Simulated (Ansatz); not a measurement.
# SiP2 (triplet): wave-function methods side by side, def2-TZVPP

One table from this session's results is given with a row withheld; the runs are named, their logs left out.

Computed with Ansatz 0.2.0, Gaussian basis. Level: def2-TZVPP, core rule «outside noble gas», up to 15 orbitals frozen.

Plan: UHF; ROHF; CCSD(T) on UHF.

2 further runs of the same task are left out: 2 set aside as unsound or not needed.

### What is computed

The geometry is a PBE0/def2-TZVP stationary point (not a proven minimum) of the parent state, kept for this charge and spin.

3 atoms, charge 0, spin multiplicity 3.

Atoms are counted from 1 here; the program's logs count them from 0.

Bond lengths: P1–Si2 2.037 Å, Si2–P3 2.037 Å. Angles: P1–Si2–P3 180.0°.

Geometry (Å):

```xyz
3

P     0.0000    0.0000    2.0373
Si    0.0000    0.0000    0.0000
P     0.0000    0.0000   -2.0373
```

Set-up of the first run:

in.yaml

```yaml
crystal:
  periodic: [false, false, false]
  atoms:
    - {symbol: P, position_ang: [0.000000, 0.000000, 2.037300]}
    - {symbol: Si, position_ang: [0.000000, 0.000000, 0.000000]}
    - {symbol: P, position_ang: [0.000000, 0.000000, -2.037300]}
basis:
  gaussian: {orbitals: def2-TZVPP}
magnetization: {spin_polarized: true, initial_magnetization: 2}
hamiltonian: {xc: hf}
output: {orbitals: {seedname: orbitals}}
```

Launch:

```
ansatz run in.yaml --threads 1 --pin off --events-out ev --progress --plain --max-ram 4096MiB --backend cpu
```

Steps of the session up to this table: UHF; ROHF; CCSD(T) on UHF.

One of the session's tables, all rows but one given; the rest of the session is left out.

| method | from UCCSD(T) (kcal/mol) |
| --- | --- |
| ROHF | +268.76 |
| UHF | +248.53 |
| UMP2 | +51.78 |
| UCCSD | ? |
| UCCSD(T) | 0 |

**Question.** Estimate the row for UCCSD.

The run gave: from UCCSD(T) (kcal/mol): +17.39. In the column «from UCCSD(T) (kcal/mol)» it lies between UCCSD(T) (0) and UMP2 (+51.78).

To keep in mind: The determinant is far from a pure spin state, so its energy mixes those of several spin states (harmless only where they are near-degenerate, as at dissociation).
